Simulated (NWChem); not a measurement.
# butadiene (C4H6); SMILES C(C=C)=C

```xyz
10

C     -0.1182     1.8485     0.0000
C      0.3978     0.6108     0.0000
C     -0.3978    -0.6108     0.0000
C      0.1182    -1.8485     0.0000
H     -1.1930     2.0170     0.0000
H      0.5131     2.7320     0.0000
H      1.4805     0.4813     0.0000
H     -1.4805    -0.4813     0.0000
H     -0.5131    -2.7320     0.0000
H      1.1930    -2.0170     0.0000
```
Atoms are numbered in this order, from 1.

Program: NWChem. Pople sets run with spherical d functions. The geometry was optimised at B3LYP/6-31G* (spherical d). B3LYP is NWChem's, with the RPA form of VWN correlation. Ions are spin-unrestricted doublets at the neutral geometry; other ion states weren't tried.

Problem. Taking B3LYP/6-311++G** as the yardstick, which of these has the fewest basis functions while keeping “vertical ionisation energy, ΔSCF (eV)” within 0.1 eV of it: B3LYP/3-21G; B3LYP/STO-3G; B3LYP/6-31+G*; B3LYP/6-31G*; B3LYP/6-311G**?

Solution. B3LYP/6-31+G*.
```json
[
 {"level": "B3LYP/STO-3G", "basis functions": "26", "vertical ionisation energy, ΔSCF (eV)": "7.56"},
 {"level": "B3LYP/3-21G", "basis functions": "48", "vertical ionisation energy, ΔSCF (eV)": "8.76"},
 {"level": "B3LYP/6-31G*", "basis functions": "68", "vertical ionisation energy, ΔSCF (eV)": "8.63"},
 {"level": "B3LYP/6-31+G*", "basis functions": "84", "vertical ionisation energy, ΔSCF (eV)": "8.82"},
 {"level": "B3LYP/6-311G**", "basis functions": "108", "vertical ionisation energy, ΔSCF (eV)": "8.84"},
 {"level": "B3LYP/6-311++G**", "basis functions": "130", "vertical ionisation energy, ΔSCF (eV)": "8.89"}
]
```

The yardstick is one finite set, not the basis-set limit.
